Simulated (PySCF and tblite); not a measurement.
C₂H₇N, numbered as in [CH3:1][CH2:2][NH2:3]. Conformers came from 90 starts (ETKDG and KDG, MMFF94s, GFN2-xTB); geometries are PBE0-D3(BJ)/def2-SVP. Weights use PBE0-D3(BJ)/def2-TZVP energies plus GFN2-xTB zero-point and thermal terms (modes under about 100 cm⁻¹ blended into free rotors). Symmetry numbers and mirror images are counted. Conformers within 4 kcal/mol (GFN2-xTB free energy) were kept, 5 at most. GIAO shieldings: PBE0/pcSseg-1. Shifts are against TMS (¹H), TMS (¹³C), NH3 (¹⁵N) at the same level. Codes: tblite and PySCF.

Torsions listed: C1–C2–N3–H3. Of a mirror pair one member is shown.

```json
{"conformer": "1", "shape": "-58°", "point group": "Cs", "mirror pair": "no", "ΔE(DFT)": "0.00", "Δ(G−E) at 400 K": "0.00", "δ C1 (ppm)": "24.6"}
{"conformer": "2", "shape": "-64°", "point group": "C1", "mirror pair": "yes", "ΔE(DFT)": "0.10", "Δ(G−E) at 400 K": "-0.21", "δ C1 (ppm)": "19.5"}
```

Energies in kcal/mol; the thermal term leaves out symmetry numbers and mirror images.

**Question.** Work out the weights at 400 K and the ¹³C shift of C1 under fast exchange.

**Answer.** RT = 0.795 kcal/mol. Each conformer gets RT ln(σ/g), with σ the rotational symmetry number and g = 2 for a mirror pair: 1: σ = 1, g = 1, G = 0.00 + 0.00 + 0.00 = 0.00, 0.66 above the lowest, exp(−ΔG/RT) = 0.438; 2: σ = 1, g = 2, G = 0.10 − 0.21 − 0.55 = -0.66, 0.00 above the lowest, exp(−ΔG/RT) = 1.000. The sum is 1.438, so the weights are 30.5, 69.5 %. The averaged shift is 21.1 ppm. At 298.15 K it is 21.1 ppm. At 298.15 K the leading conformer alone gives 19.5 ppm and bare DFT energies give 22.3 ppm.


¹⁵N shifts are against a computed isolated NH3 molecule, about 20 ppm from the liquid.